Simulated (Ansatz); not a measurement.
A structure relaxed at PBE0-D4/def2-TZVP, charge 0, multiplicity 1:

```csv
atom,x (Å),y (Å),z (Å)
C1,0.8638,0.4613,0.4273
C2,-0.4166,-0.1584,0.9724
C3,-1.3048,-0.1436,-0.2610
O4,-0.4408,-0.3092,-1.3753
C5,0.9093,-0.1254,-0.9749
H6,1.7511,0.2211,1.0148
H7,0.7687,1.5500,0.3831
H8,-0.8468,0.3920,1.8104
H9,-0.2322,-1.1863,1.2976
H10,-2.0462,-0.9471,-0.2680
H11,-1.8374,0.8131,-0.3496
H12,1.4065,0.5273,-1.6977
H13,1.4254,-1.0948,-0.9792
```

(1) Give its formula and SMILES.

(2) Point group (tolerance 0.08 Å, 0.16 Å for H)?

(3) Summarise the bond lengths by kind.

## Answers

(1) C4H8O, `C1CCOC1` (tetrahydrofuran).

(2) C2.

(3) 3 × C–C 1.520 to 1.523 Å; 8 × C–H 1.091 to 1.099 Å; 2 × C–O 1.420 Å.

Computed with Ansatz.
